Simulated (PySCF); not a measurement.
# How methods differ on the ionisation energy of B

B [He] 2s2 2p1 (2P) → B⁺ [He] 2s2 (1S), as a difference of total energies. Calculation: PySCF 2.14, in def2-TZVPPD (6s3p3d1f, 37 functions); no relativity, point nucleus. Correlated levels: valence: 1s2 frozen; valence and next inner shell: nothing frozen. The calculations carry no spin-orbit coupling.

```
                                method  ionisation energy (eV)
                                   UHF                   8.042
                                   LDA                   8.638
                                   PBE                   8.670
                                  PBE0                   8.646
                                r2SCAN                   8.766
                                   M06                   8.421
                               r2SCAN0                   8.740
                               LC-wPBE                   8.765
                                  TPSS                   8.767
                         MP2 (valence)                   8.262
                     SCS-MP2 (valence)                   8.232
    MP2 (valence and next inner shell)                   8.271
SCS-MP2 (valence and next inner shell)                   8.237
```

Q: How much does correlation contribute at MP2 (valence and next inner shell)?

A: 8.271 − (8.042) = 0.229 eV, measured against UHF.

Errors of the correlated levels include the incompleteness of this basis and the frozen core.

For comparison: 8.297 eV (measured; NIST levels, between the centres of gravity of the two terms).
